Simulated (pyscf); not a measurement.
Structures and frequencies: ωB97X-D3(BJ)/def2-SVP in PySCF.

SMILES: OP=P
```xyz
5

O      0.5369    -1.1853    -0.4666
P      0.0937     0.0882    -1.4295
P     -0.1507     1.6513    -0.1952
H      0.6691    -1.9751    -1.0085
H      0.1828     0.9117     0.9808
```

Question: How much does it cost (ΔH, 298 K, ωB97M-D3(BJ)/def2-TZVP) to split HO–P=PH (SMILES OP=P) at its O–P bond into OH• + •P=PH?

Answer: O–P to OH• + •P=PH: 378.4 kJ/mol. The 7 functionals that were run give +362.9 (B3LYP-D3(BJ)) to +383.6 kJ/mol (PBE). The radicals are drawn with the spin at the cut bond; how far it spreads was not checked. Left out: the spin-orbit lowering of OH.
